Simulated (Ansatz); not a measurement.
System: diamond. Method: r²SCAN0 in Ansatz (plane waves, PAW).

Run with plane-wave cutoff 600 eV, 12×12×12 k mesh, finite displacements, scalar-relativistic PAW data made under PBE.

Cell (relaxed at this level):

```
C
1.0
    0.00000     1.76987     1.76987
    1.76987     0.00000     1.76987
    1.76987     1.76987     0.00000
C
2
Direct
  0.50000   0.50000   0.50000
  0.75000   0.75000   0.75000
```

Question: What does this level give for the TO(Γ) frequency?

Answer: 
* **TO(Γ) frequency**: 1390 cm⁻¹

Measured, for comparison: zone-centre TO phonon frequency 1333 cm⁻¹ (low temperature, zero-point motion not removed; as tabulated in Kunc et al. (2003), arXiv:cond-mat/0304692). Computed (rounded) less measured: zone-centre TO phonon frequency +4 %.

Ansatz is a first-principles code.
